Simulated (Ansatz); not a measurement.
# C2H3N: vertical ionisation energy

Aim: the vertical ionisation energy of C2H3N, as cation minus neutral at the neutral's geometry, on several levels, and how well −ε(HOMO) stands in for it.

Program: Ansatz 0.2.0, Gaussian basis. Level of theory: unrestricted cation, the program's frozen cores in correlated methods. These are calculated values, not measurements.

The runs, in order: UKS PBE-D4/def2-TZVPP; UKS r2SCAN-D4/def2-TZVPP; UKS PBE0-D4/def2-TZVPP; UKS B3LYP-D4/def2-TZVPP; UKS wB97X-V/def2-TZVPP; UKS wB97M-V/def2-TZVPP; UKS B2PLYP/def2-TZVPP; UHF-CCSD(T)/def2-TZVPP; UHF-MP2/def2-QZVPP; extrapolation to the limit; then −ε(HOMO) from the neutral's earlier runs with LDA (SPW92), PBE-D4, revPBE-D4, BLYP-D4, r2SCAN-D4, B97M-V, PBE0-D4, B3LYP-D4, r2SCANh-D4, r2SCAN0-D4, HSE06-D4, BHLYP-D4, CAM-B3LYP-D4, LC-ωPBE, ωB97X-V, ωB97M-V.

### Step 1. The relaxed structure

An earlier PBE0-D4 in a triple-zeta def2 set relaxation fixed the geometry.

SMILES `C1=NC1`, 6 atoms, charge 0, spin multiplicity 1.

Atoms are counted from 1 here; the program's logs count them from 0.

Bond lengths: C1–N2 1.245 Å, C1–C3 1.442 Å, C1–H4 1.082 Å, N2–C3 1.527 Å, C3–H5 1.086 Å, C3–H6 1.086 Å. Angles: N2–C1–C3 68.8°, N2–C1–H4 139.1°, C3–C1–H4 152.1°, C1–N2–C3 61.7°, C1–C3–N2 49.5°, C1–C3–H5 120.6°, C1–C3–H6 120.6°, N2–C3–H5 116.4°, N2–C3–H6 116.4°, H5–C3–H6 115.9°.

As a file:

```xyz
6
charge 0, multiplicity 1
C    -0.54933   -0.54054   -0.30221
N     0.38736   -1.05954    0.33368
C     0.37427    0.45918    0.17481
H    -1.44463   -0.84093   -0.83100
H     1.12289    0.88169   -0.48909
H     0.15153    1.03623    1.06760
```

### Step 2. Cation, UKS PBE-D4/def2-TZVPP

Input file in.yaml:

```yaml
crystal:
  periodic: [false, false, false]
  atoms:
    - {symbol: C, position_ang: [-0.549326, -0.540537, -0.302208]}
    - {symbol: N, position_ang: [0.387364, -1.059539, 0.333681]}
    - {symbol: C, position_ang: [0.374269, 0.459184, 0.174806]}
    - {symbol: H, position_ang: [-1.444628, -0.840926, -0.830995]}
    - {symbol: H, position_ang: [1.122891, 0.881685, -0.489088]}
    - {symbol: H, position_ang: [0.151528, 1.036233, 1.067605]}
basis:
  gaussian: {orbitals: def2-TZVPP}
total_charge: 1
magnetization: {spin_polarized: true, initial_magnetization: 1}
hamiltonian: {xc: pbe, dispersion: d4}
```

The run is started by

```sh
ansatz run in.yaml --threads 2 --pin off --events-out ev --progress --plain --max-ram 4352MiB
```

The runs that follow: Cation, UKS r2SCAN-D4/def2-TZVPP; Cation, UKS PBE0-D4/def2-TZVPP; Cation, UKS B3LYP-D4/def2-TZVPP; Cation, UKS wB97X-V/def2-TZVPP; Cation, UKS wB97M-V/def2-TZVPP; Cation, UKS B2PLYP (frozen core)/def2-TZVPP; Cation, UHF-CCSD(T)/def2-TZVPP; Cation, UHF-MP2/def2-QZVPP.

Before running them: what should the planned runs give, taken together? Wanted: ionisation energy, CCSD(T)/CBS; nearest functional by difference; nearest −ε(HOMO); −ε(HOMO) of PBE; T1 of the cation.

**Answer**, as computed:

| quantity | value |
| --- | --- |
| ionisation energy, CCSD(T)/CBS | 10.73 eV |
| nearest functional by difference | B3LYP-D4 (-0.09 eV) |
| nearest −ε(HOMO) | LC-ωPBE (+0.07 eV) |
| −ε(HOMO) of PBE | 6.61 eV |
| T1 of the cation | 0.043 |

By cation minus neutral, the functionals miss by 0.24 eV at most. The PBE orbital energy is 4.1 eV too small: a semilocal HOMO is no ionisation energy. Among orbital estimates LC-ωPBE comes nearest. Hartree-Fock falls 1.37 eV short, as the neutral has more correlation energy than the cation. The cation's T1 (from the report) is 0.043, near the customary mark of 0.045 for open shells, so the coupled-cluster value is less safe.
